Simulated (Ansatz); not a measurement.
We consider rutile MnF2, described by rVV10 (Ansatz, a quantum-chemistry and plane-wave program, PAW).

From the output:

```
Relaxation: its limit of steps is 80 (relax.max_steps)
Crystal: 6 atoms, lattice volume = 76.569 Å³
Basis set: ecut = 520 eV, 2045 PW (Γ), exchange–correlation on 72×72×50 points (8 copies of the dense FFT grid, shifted against one another)
Bands: 41, of which v1, the nominal top of the filled ones, is band 29 counted from 1 (28 counted from 0)
Symmetry: 8 space group operations
Space group: Cmmm (ITA 65), of the structure as read, at distance tolerance 4.2e-5 Å
k-points: 126 of 640
Initial density: superposition of atomic densities (chi_scale 0.1, normalization cell, long waves kept (reshape's long-wave potential 0.01 eV rms))
Functional: x = rpw86, c = pbe(β = 0.06672455060314922) + rvv10(b = 6.3, C = 0.0093)
spin=Collinear: Resta preconditioning applied to the charge; magnetization (m = ρ↑ − ρ↓) channel mixes plain (no charge-response kernel on spin).
SCF 1 converged in 12 iterations: F = -11102.226709 eV  dr2 = 3.69e-9
Crystal: 6 atoms, lattice volume = 76.569 Å³
Initial density: handed on by an earlier stage of this run
spin=Collinear: Resta preconditioning applied to the charge; magnetization (m = ρ↑ − ρ↓) channel mixes plain (no charge-response kernel on spin).
SCF 2 converged in 4 iterations: F = -11102.227296 eV  dr2 = 5.89e-8
Crystal: 6 atoms, lattice volume = 76.569 Å³
spin=Collinear: Resta preconditioning applied to the charge; magnetization (m = ρ↑ − ρ↓) channel mixes plain (no charge-response kernel on spin).
SCF 3 converged in 4 iterations: F = -11102.227693 eV  dr2 = 5.78e-8
Crystal: 6 atoms, lattice volume = 76.569 Å³
spin=Collinear: Resta preconditioning applied to the charge; magnetization (m = ρ↑ − ρ↓) channel mixes plain (no charge-response kernel on spin).
SCF 4 converged in 5 iterations: F = -11102.227936 eV  dr2 = 4.84e-9
Crystal: 6 atoms, lattice volume = 76.569 Å³
spin=Collinear: Resta preconditioning applied to the charge; magnetization (m = ρ↑ − ρ↓) channel mixes plain (no charge-response kernel on spin).
SCF 5 converged in 5 iterations: F = -11102.227942 eV  dr2 = 2.40e-12
SCF converged after 5 iterations
Magnetization: 0.0000 μB (29.0000 up, 29.0000 down)
Free energy (F): -11102.227942 eV
Internal energy: -11102.227942 eV  (E = F + TS)
E sigma→0 (E₀):  -11102.227942 eV
Fermi energy:    8.081053 eV
--- Forces (eV/Å), atoms counted from 1 ---
  atom   1  Mn     0.00000000     0.00000000     0.00000000
  atom   2  Mn    -0.00000000    -0.00000000     0.00000000
  atom   3  F     -0.00024218    -0.00024218     0.00000000
  atom   4  F     -0.00024297     0.00024297     0.00000000
  atom   5  F      0.00024297    -0.00024297     0.00000000
  atom   6  F      0.00024218     0.00024218     0.00000000
--- Stress (GPa, compression-positive) ---
        4.082234      -0.000004       0.000000
       -0.000004       4.082234       0.000000
        0.000000       0.000000       4.074631
  P = ⅓ Tr σ = 4.0797 GPa (40.797 kbar)
```

Question: Write an input file that could have produced this run (the log leaves some choices open).

Answer: This is not unique; one that fits is 
Ansatz 0.2 input:
```yaml
crystal:
  lattice:
    - [4.8287653747, 0.0000000139, 0.0]
    - [0.0000000139, 4.8287653747, 0.0]
    - [0.0, 0.0, 3.2838459012]
  atoms:
    - { symbol: Mn, position: [0.0, 0.0, 0.0], spin: 5.0 }
    - { symbol: Mn, position: [0.5, 0.5, 0.5], spin: -5.0 }
    - { symbol: F, position: [0.3027982333, 0.3027982333, 0.0], spin: 0.0 }
    - { symbol: F, position: [0.8027982402, 0.1972017598, 0.5], spin: 0.0 }
    - { symbol: F, position: [0.1972017598, 0.8027982402, 0.5], spin: 0.0 }
    - { symbol: F, position: [0.6972017667, 0.6972017667, 0.0], spin: 0.0 }
basis:
  ecutwfc: 520
  ecutrho_ratio: 4
  xc_grid: 2
kpoints:
  mp_grid: { grid: [8, 8, 10] }
hamiltonian:
  xc: { exchange: rpw86, correlation: pbe }
  dispersion: rvv10
  pseudopotentials: { kind: paw }
scf:
  occupations: { method: fermi_dirac, width: 0.01 }
output:
  forces: true
  stress: true
  eigenvalues: true
magnetization:
  spin_polarized: true
relax:
  f_tol: 0.004
  escape_saddle: false
  max_steps: 80
  cell: { stress_tol: 0.02, fix: [volume] }
```

The cell is one volume of an energy–volume scan, off the minimum.

The PAW data were made under PBE.

Note: without U or exact exchange, gaps and moments of open d shells tend to come out too small.

Cost on a shared machine: about 4 core-minutes (a rough figure).
